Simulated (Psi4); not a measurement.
**ClF (chlorine monofluoride) at r2SCAN/def2-SVP (sweep point 2)**

Aim: a structure relaxation of ClF (chlorine monofluoride). The job is set up through a Python script.

Program for the calculation: Psi4 1.11.

3 further runs of the same task are left out: 3 set aside as unsound or not needed.

## Step 1: Starting point

ClF: 2 atoms, total charge 0, spin state singlet. SMILES: `FCl`. Geometry: relaxed at PBE0-D4/def2-TZVP. The run starts from this shape.

Bond lengths: F1–Cl2 1.620 Å.

## Step 2: A structure relaxation at r2SCAN/def2-SVP (sweep point 2)

Contents of calc.py:

```python
import psi4

psi4.set_memory('1600 MB')
psi4.set_num_threads(1)
psi4.core.set_output_file('psi4.out', False)

m = psi4.geometry("""
0 1
F      0.000000     0.000000     0.031290
Cl     0.000000     0.000000     1.650960
symmetry c1
""")

psi4.set_options(dict(puream=True, scf_type='pk', dft_radial_points=99, dft_spherical_points=590, g_convergence='gau_tight', geom_maxiter=50))

energy_value = psi4.optimize("r2scan/def2-SVP")
print(f'total energy {energy_value:.8f} hartree = {energy_value * 27.211386:.5f} eV')
print(m.to_string(dtype='xyz', units='Angstrom'))
for k, v in sorted(psi4.core.scalar_variables().items()):
    print(f'{k:45s} {v:18.10f}')
```

Launch:

```
python calc.py
```

Q: Predict the results. Wanted: total energy at the end; dipole moment; HOMO energy; LUMO energy; HOMO–LUMO gap; bond length.

Computed results:

At r2SCAN/def2-SVP (sweep point 2):

| quantity | value |
| --- | --- |
| total energy at the end | -559.64941 Eh |
| dipole moment | 1.09 D |
| HOMO energy | -8.03 eV |
| LUMO energy | -4.19 eV |
| HOMO–LUMO gap | 3.84 eV |
| bond length | 1.660 Å |

At the final geometry: Bond lengths: F1–Cl2 1.660 Å. The optimisation took 5 steps and changed the energy by -0.024 eV.
